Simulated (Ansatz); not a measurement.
# SiOF (doublet): the correlation ladder, cc-pVDZ

One table from this session's results is given with a row withheld; the runs are named, their logs left out.

Computed with Ansatz 0.2.0, Gaussian basis. Level: cc-pVDZ, core rule «outside noble gas», up to 7 orbitals frozen.

The runs, in order: UHF; CCSD(T) on ROHF; CCSD(T) on UHF; BCCD(T) on ROHF; CISD; CCSDT(Q) on ROHF; CCSDT(Q) on UHF; CASSCF and MRCISD+Q, 15 electrons in 11 orbitals; CASSCF and NEVPT2, 15 electrons in 11 orbitals.

23 further runs of the same task are left out: 4 for a known fault of the program, 8 that didn't finish, 11 set aside as unsound or not needed.

### The system

The geometry is a PBE0/def2-TZVP stationary point (not a proven minimum).

3 atoms, charge 0, spin multiplicity 2.

Atoms are counted from 1 here; the program's logs count them from 0.

Bond lengths: F1–Si2 1.587 Å, Si2–O3 1.520 Å. Angles: F1–Si2–O3 126.9°.

The first run:

File in.yaml:

```yaml
crystal:
  periodic: [false, false, false]
  atoms:
    - {symbol: F, position_ang: [0.000000, -0.279589, 1.346482]}
    - {symbol: Si, position_ang: [0.000000, 0.382864, -0.095161]}
    - {symbol: O, position_ang: [0.000000, -0.340087, -1.431827]}
basis:
  gaussian: {orbitals: cc-pVDZ}
magnetization: {spin_polarized: true, initial_magnetization: 1}
hamiltonian: {xc: hf}
output: {orbitals: {seedname: orbitals}}
```

Run with:

```bash
> ansatz run in.yaml --threads 1 --pin off --events-out ev --progress --plain --max-ram 2393MiB
```

Steps of the session up to this table: UHF; CCSD(T) on ROHF; CCSD(T) on UHF; BCCD(T) on ROHF; CISD; CCSDT(Q) on ROHF; CCSDT(Q) on UHF; CASSCF and MRCISD+Q, 15 electrons in 11 orbitals; CASSCF and NEVPT2, 15 electrons in 11 orbitals.

One of the session's tables, all rows but one given; the rest of the session is left out.

It belongs to the step «Misses and costs». 

```
          method  from UCCSDT(Q) (meV)
            ROHF              +12964.7
             UHF              +12858.6
            RMP2                +518.7
            UMP2                +526.2
            CISD                     ?
           RCCSD                +459.6
           UCCSD                +453.8
        RCCSD(T)                 +81.1
        UCCSD(T)                 +83.7
         BCCD(T)                 +78.4
          RCCSDT                 +57.4
          UCCSDT                 +57.8
       RCCSDT(Q)                 +14.4
       UCCSDT(Q)                     0
  CASSCF valence               +9635.3
  NEVPT2 valence               +1559.7
  MRCISD valence                +877.6
MRCISD+Q valence                +228.0
```

**Question.** Estimate the row for CISD.

The run gave: from UCCSDT(Q) (meV): +1681.8. In the column «from UCCSDT(Q) (meV)» it lies between NEVPT2 valence (+1559.7) and CASSCF valence (+9635.3).

With the free atoms at the same levels and basis (separate runs), the atomisation energy is 9.681 eV at UCCSDT(Q), 9.625 eV at RCCSD(T), 9.619 eV at UCCSD(T), 6.175 eV at ROHF.

Limits of these values: Restricted and unrestricted rows rest on different reference determinants; where their highest levels disagree by more than a few hundredths of an eV, they describe different states and don't form one ladder.
